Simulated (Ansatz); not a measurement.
# BH (quintet): the correlation ladder, def2-TZVPP

One table from this session's results is given with a row withheld; the runs are named, their logs left out.

Method: def2-TZVPP, core rule «outside noble gas», up to 1 orbitals frozen; program: Ansatz 0.2.0, Gaussian basis.

To be run: UHF; ROHF; CCSD(T) on UHF.

2 further runs of the same task are left out: 2 set aside as unsound or not needed.

### The system

The geometry is a PBE0/def2-TZVP stationary point (not a proven minimum) of the parent state, kept for this charge and spin.

2 atoms, charge 0, spin multiplicity 5.

Atoms are counted from 1 here; the program's logs count them from 0.

Bond lengths: B1–H2 1.194 Å.

Set-up of the first run:

in.yaml reads:

```yaml
crystal:
  periodic: [false, false, false]
  atoms:
    - {symbol: B, position_ang: [0.000000, 0.000000, 0.000000]}
    - {symbol: H, position_ang: [0.000000, 0.000000, 1.194000]}
basis:
  gaussian: {orbitals: def2-TZVPP}
magnetization: {spin_polarized: true, initial_magnetization: 4}
hamiltonian: {xc: hf}
output: {orbitals: {seedname: orbitals}}
```

Run with:

```bash
$ ansatz run in.yaml --threads 1 --pin off --events-out ev --progress --plain --max-ram 2816MiB --backend cpu
```

Steps of the session up to this table: UHF; ROHF; CCSD(T) on UHF.

One of the session's tables, all rows but one given; the rest of the session is left out.

| method | from UCCSD(T) (meV) |
| --- | --- |
| ROHF | +789.5 |
| UHF | +788.8 |
| UMP2 | ? |
| UCCSD | +9.1 |
| UCCSD(T) | 0 |

**Question.** Estimate the row for UMP2.

**Answer.** from UCCSD(T) (meV): +203.9. In the column «from UCCSD(T) (meV)» it lies between UCCSD (+9.1) and UHF (+788.8).
